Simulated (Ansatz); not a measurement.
# B2H7P: the cost of one run

Program: Ansatz 0.2.0 through its Python package. Level of theory: B3LYP+D4/def2-SVP. These are calculated values, not measurements.

**1. The structure**

Bond lengths: B1–P2 1.883 Å, P2–B3 1.893 Å, B1–H4 1.181 Å, B1–H5 1.181 Å, P2–H6 1.408 Å, P2–H7 1.408 Å, B3–H8 1.191 Å, B3–H9 1.191 Å, B3–H10 1.191 Å. Angles (14 of 15 angles, heavy atoms first): B1–P2–B3 109.5°, B1–P2–H6 109.4°, B1–P2–H7 109.5°, B3–P2–H6 109.4°, B3–P2–H7 109.4°, P2–B1–H4 120.0°, P2–B1–H5 120.0°, P2–B3–H8 109.5°, P2–B3–H9 109.4°, P2–B3–H10 109.5°, H6–P2–H7 109.6°, H4–B1–H5 120.1°, H8–B3–H9 109.5°, H8–B3–H10 109.5°.

No structure file is read: the coordinates are typed or built in the script.

**2. The script**

File torsion.py:

```python
"""Rigid torsion scan of B2H7P."""

import ansatz as az
from ase import Atoms


def main() -> None:
    atoms = Atoms(["B", "P", "B", "H", "H", "H", "H", "H", "H", "H"], positions=[
        [1.6683, 0.3955, 0.2431],
        [0.1987, -0.4659, -0.5598],
        [-1.4003, 0.0947, 0.2845],
        [2.5171, -0.2432, 0.7589],
        [1.7365, 1.5745, 0.2364],
        [0.1488, -0.1317, -1.9262],
        [0.3382, -1.8596, -0.4205],
        [-1.3629, -0.1957, 1.4391],
        [-2.3295, -0.4438, -0.2302],
        [-1.5148, 1.2752, 0.1747],
    ])

    # start the scan from a relaxed geometry
    first = (
        az.Crystal.molecule_from_ase(atoms).calculation()
        .basis(gaussian="def2-SVP")
        .functional("b3lyp", dispersion="d4")
        .relax(force_tolerance=0.02, max_steps=80)
    )
    atoms.positions = first.run(threads=1).report["positions_ang"]

    start = atoms.get_dihedral(2, 1, 0, 3)
    energies = {}
    for turn in range(0, 360, 30):
        turned = atoms.copy()
        turned.set_dihedral(2, 1, 0, 3, start + turn, indices=[0, 3, 4])
        calc = (
            az.Crystal.molecule_from_ase(turned).calculation()
            .basis(gaussian="def2-SVP")
            .functional("b3lyp", dispersion="d4")
        )
        energies[round((start + turn) % 360)] = calc.run(threads=1).report["free_energy_ev"]
    floor = min(energies.values())
    print("dihedral B2-P1-B0-H3 (deg)   E - E(min) (kJ/mol)")
    for angle, e in sorted(energies.items()):
        print(f"{angle:8d} {96.485332 * (e - floor):14.3f}  " + "#" * int(30 * (e - floor) / max(max(energies.values()) - floor, 1e-9)))


if __name__ == "__main__":
    main()
```

**3. What the engine is handed**

The package turns the script's settings into the engine's input (first run):

```yaml
crystal:
  periodic: [false, false, false]
  atoms:
    - { symbol: B, position_ang: [1.6683, 0.3955, 0.2431] }
    - { symbol: P, position_ang: [0.1987, -0.4659, -0.5598] }
    - { symbol: B, position_ang: [-1.4003, 0.0947, 0.2845] }
    - { symbol: H, position_ang: [2.5171, -0.2432, 0.7589] }
    - { symbol: H, position_ang: [1.7365, 1.5745, 0.2364] }
    - { symbol: H, position_ang: [0.1488, -0.1317, -1.9262] }
    - { symbol: H, position_ang: [0.3382, -1.8596, -0.4205] }
    - { symbol: H, position_ang: [-1.3629, -0.1957, 1.4391] }
    - { symbol: H, position_ang: [-2.3295, -0.4438, -0.2302] }
    - { symbol: H, position_ang: [-1.5148, 1.2752, 0.1747] }
basis:
  gaussian:
    orbitals: def2-SVP
hamiltonian:
  xc: b3lyp
  dispersion: d4
relax:
  f_tol: 0.02
  max_steps: 80
```

**4. Running it**

On the command line:

```console
python torsion.py
```

What time and memory should one allow on 1 thread of Intel Xeon 6975P-C (Granite Rapids), shared host?

About 24 s, with a peak of 0.23 GiB.
